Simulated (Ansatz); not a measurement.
C$_{4}$H$_{6}$OS (`CC1=CC(O)S1`), relaxed with RKS PBE0-D4/def2-TZVP in Ansatz from a PBE-D4/def2-SVP geometry. The force threshold is 0.005 eV/Å; the program also tests the step.

Charge 0, multiplicity 1.

Start:

```xyz
12

C     0.731   -1.880   -0.331
C     0.331   -0.489    0.003
C    -0.853    0.176    0.018
C    -0.415    1.493    0.604
O    -0.672    2.665   -0.066
S     1.422    0.801    0.604
H     1.214   -2.369    0.541
H    -0.147   -2.484   -0.635
H     1.473   -1.893   -1.157
H    -1.873   -0.154   -0.234
H    -0.674    1.646    1.672
H    -0.537    2.490   -1.019
```

| step | energy (eV) | largest force (eV/Å) | largest move (Å) |
| --- | --- | --- | --- |
| 1 | -17118.9308 | 1.004 | 0.000 |
| 2 | -17118.9959 | 0.481 | 0.027 |
| 3 | -17119.0078 | 0.218 | 0.027 |
| 4 | -17119.0096 | 0.084 | 0.019 |
| 5 | -17119.0101 | 0.032 | 0.007 |
| 6 | -17119.0102 | 0.034 | 0.007 |
| 7 | -17119.0103 | 0.006 | 0.006 |
| 8 | -17119.0103 | 0.004 | 0.001 |

End:

```xyz
12

C     0.726   -1.868   -0.332
C     0.322   -0.488   -0.003
C    -0.848    0.159    0.035
C    -0.404    1.472    0.604
O    -0.672    2.638   -0.073
S     1.376    0.819    0.569
H     1.185   -2.350    0.536
H    -0.136   -2.459   -0.646
H     1.469   -1.875   -1.135
H    -1.854   -0.170   -0.196
H    -0.676    1.629    1.649
H    -0.488    2.493   -1.007
```

It took 38 s on 4 threads of an Intel Xeon Platinum 8259CL on a shared host, with 0.7 GiB of host memory at the peak.
